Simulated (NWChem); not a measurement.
Molecule: SO, triplet; SMILES O=S

```xyz
2

O      0.0000     0.0000    -0.9954
S      0.0000     0.0000     0.5064
```
Atoms are numbered in this order, from 1.

All runs use the structure optimised with PBE0/def2-SVP, spin-unrestricted. No stability test was run on the SCF state.

List the 6 lowest vertical excitations from B3LYP/def2-SVPD, spin-unrestricted, TDA (NWChem).


```csv
state,energy (eV),oscillator strength,<S²>
state 1,4.68,0.000,2.01
state 2,4.68,0.000,2.01
state 3,4.88,0.000,2.01
state 4,5.25,0.000,2.02
state 5,5.25,0.000,2.02
state 6,5.90,0.003,2.01
```
